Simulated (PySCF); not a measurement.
**How well does each level of theory give the lattice parameter a of zinc-blende BP?**

Reference value: 4.525 Å (measured, static lattice: zero-point anharmonic expansion removed; as tabulated in Mejia-Rodriguez and Trickey (2018), arXiv:1807.09216).

### Question
Which of these levels comes closest to the reference?
A. PBE0 (PySCF)
B. Hartree–Fock (PySCF)
C. PBE (PySCF)
D. MP2 (PySCF)

### Answer
A, PBE0 (PySCF)

| level (code) | value (Å) | error (%) |
|---|---|---|
| PBE (PySCF) | 4.548 ± 0.02 | +0.51 |
| PBE0 (PySCF) | 4.522 ± 0.02 | -0.07 |
| Hartree–Fock (PySCF) | 4.584 ± 0.02 | +1.30 |
| MP2 (PySCF) | 4.499 ± 0.02 | -0.57 |

Closest of the ranked levels: PBE0 (-0.07 %). Farthest off among them: Hartree–Fock (+1.30 %). Within 2 %: PBE, PBE0, Hartree–Fock, MP2.

A ± on a computed value is a rough bar: the spread of its extrapolation, a floor set from checks against published values, or a statistical error.

Differences are worked out from the printed values.
